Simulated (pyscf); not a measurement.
Four-centre exchange: AsH₃ + silanol (HO–SiH₃) -> H₃Si–AsH₂ + water (H₂O)

Gas phase, singlet surface, charge 0. Bonds broken: As1–H2, O5–Si6. Bonds formed: As1–Si6, H2–O5. Single points on ωB97X-D3(BJ)/def2-SVP structures (PySCF, gas phase). MP2 and CC: frozen core, UHF for open shells. ΔMP2 is the change of the MP2 total energy from the triple- to the quadruple-zeta basis.

Transition state (Å):

```xyz
10

As    -2.1982    -1.1534    -0.4498
H     -0.1822    -0.8185    -0.5001
H     -1.8153    -1.9050     0.8191
H     -1.6674    -2.2436    -1.3727
O      0.5436    -0.0237    -0.5878
Si    -0.7523     1.2670    -0.3310
H      1.3244    -0.0405    -0.0058
H     -1.4966     1.6287    -1.5555
H      0.3170     2.3194    -0.1805
H     -1.4721     1.3058     0.9656
```

One imaginary mode, 627i cm⁻¹; descent along it reached the two sides named.

```
bond     change  reactant side (Å)  saddle  product side
-------  ------  -----------------  ------  ------------
As1–H2   breaks              1.518   2.044           4.0
O5–Si6   breaks              1.672   1.847           3.1
As1–Si6   forms                3.8     2.8         2.349
H2–O5     forms                2.6   1.080         0.965
```

Electronic energies relative to the separated reactants (kcal/mol):

```tsv
level	barrier	reaction energy	reverse barrier
ωB97X-D3(BJ)/def2-TZVP	44.2	+10.5	33.7
PBE/def2-TZVP	38.4	+11.2	27.1
r²SCAN/def2-TZVP	42.2	+13.7	28.5
B3LYP-D3(BJ)/def2-TZVP	44.5	+14.1	30.4
PBE0-D3(BJ)/def2-TZVP	40.2	+10.9	29.2
M06-2X/def2-TZVP	44.7	+15.3	29.3
ωB97M-D3(BJ)/def2-TZVP	45.4	+14.6	30.8
HF/def2-TZVP	66.1	+19.1	46.9
MP2/def2-QZVPP	44.4	+12.6	31.8
CCSD/def2-TZVPP	50.7	+13.8	36.9
CCSD(T)/def2-TZVPP	47.5	+13.2	34.4
CCSD(T)/def2-TZVPP + ΔMP2(QZVPP)	46.6	+12.6	33.9
```

With CCSD(T)/def2-TZVPP + ΔMP2(QZVPP) energies and thermal terms (ideal gas, 1 atm, RRHO with modes under 100 cm⁻¹ raised to 100, one conformer, R ln 2 for chiral ones without a mode under 150 cm⁻¹), in kcal/mol:

| T (K) | ΔH‡ | ΔG‡ | ΔH | ΔG |
|---|---|---|---|---|
| 298 | 46.4 | 56.9 | +13.9 | +13.9 |
| 600 | 47.1 | 67.2 | +14.4 | +13.6 |
| 900 | 47.7 | 77.2 | +14.5 | +13.1 |
| 1200 | 48.4 | 86.9 | +14.4 | +12.7 |

This is the saddle that the search found; another between the same sides may lie lower. The CCSD(T) − MP2 part came from Ansatz, without density fitting, on the same reference. The frozen core leaves the outer d or s,p core shells of the metals and heavy elements correlated in the MP2 and CC values, and def2-TZVPP describes them poorly, which can shift differences by a few kcal/mol. Elements up to Kr have no core potential and no relativistic terms here.
